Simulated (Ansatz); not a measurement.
**BH5OSi (SMILES OB[SiH3]): single points off equilibrium**

One table from this session's results is given with a row withheld; the runs are named, their logs left out.

Program: Ansatz 0.2.0, Gaussian basis. Level of theory: single points in def2-TZVPP. These are calculated values, not measurements.

Cores are frozen in the correlated methods.

## Starting geometry

SMILES `OB[SiH3]`, 8 atoms, charge 0, spin multiplicity 1.

Atoms are counted from 1 here; the program's logs count them from 0.

Bond lengths: O1–B2 1.312 Å, O1–H4 0.975 Å, B2–Si3 1.993 Å, B2–H5 1.260 Å, Si3–H6 1.522 Å, Si3–H7 1.427 Å, Si3–H8 1.441 Å. Angles: B2–O1–H4 117.2°, O1–B2–Si3 116.1°, O1–B2–H5 123.0°, Si3–B2–H5 120.8°, B2–Si3–H6 113.1°, B2–Si3–H7 115.3°, B2–Si3–H8 115.5°, H6–Si3–H7 100.2°, H6–Si3–H8 103.0°, H7–Si3–H8 108.1°.

Geometry (Å):

| atom | x (Å) | y (Å) | z (Å) |
| --- | --- | --- | --- |
| O1 | -1.3400 | 0.2183 | -1.1706 |
| B2 | -0.3398 | 0.6919 | -0.4653 |
| Si3 | 0.6403 | -0.6279 | 0.6621 |
| H4 | -1.8174 | 0.8457 | -1.7445 |
| H5 | 0.0407 | 1.8913 | -0.5346 |
| H6 | 0.6626 | -0.2527 | 2.1367 |
| H7 | 2.0403 | -0.7278 | 0.4061 |
| H8 | 0.0920 | -1.9608 | 0.6744 |

The first run:

File run/in.yaml:

```yaml
crystal:
  periodic: [false, false, false]
  atoms:
    - {symbol: O, position_ang: [-1.340000, 0.218300, -1.170600]}
    - {symbol: B, position_ang: [-0.339800, 0.691900, -0.465300]}
    - {symbol: Si, position_ang: [0.640300, -0.627900, 0.662100]}
    - {symbol: H, position_ang: [-1.817400, 0.845700, -1.744500]}
    - {symbol: H, position_ang: [0.040700, 1.891300, -0.534600]}
    - {symbol: H, position_ang: [0.662600, -0.252700, 2.136700]}
    - {symbol: H, position_ang: [2.040300, -0.727800, 0.406100]}
    - {symbol: H, position_ang: [0.092000, -1.960800, 0.674400]}
basis:
  gaussian: {orbitals: def2-TZVPP}
correlation: {method: ccsd_t}
output: {forces: true}
```

No record of the launch command was kept for these runs.

Among the steps run: CCSD(T)/def2-TZVPP; PBE0-D4/def2-TZVPP; wB97M-V/def2-TZVPP; r2SCAN-D4/def2-TZVPP; PBE-D4/def2-TZVPP; r2SCANh-D4/def2-TZVPP; r2SCAN0-D4/def2-TZVPP.

One table of the session follows, with a row left open; its other results are not shown here.

| method | RMS force component (eV/Å) | angle to CCSD(T) forces (°) | dipole (D) |
| --- | --- | --- | --- |
| CCSD(T) | 0.987 | reference | 2.60 |
| PBE0-D4 | ? | ? | ? |
| wB97M-V | 0.909 | 4.2 | 2.64 |
| r2SCAN-D4 | 0.889 | 4.6 | 2.58 |
| PBE-D4 | 0.899 | 11.9 | 2.56 |
| r2SCANh-D4 | 0.885 | 5.8 | 2.58 |
| r2SCAN0-D4 | 0.885 | 10.1 | 2.59 |

**Question.** Estimate the row for PBE0-D4.

As computed: RMS force component (eV/Å): 0.873; angle to CCSD(T) forces (°): 7.1; dipole (D): 2.58. In the column «RMS force component (eV/Å)» it is the lowest.
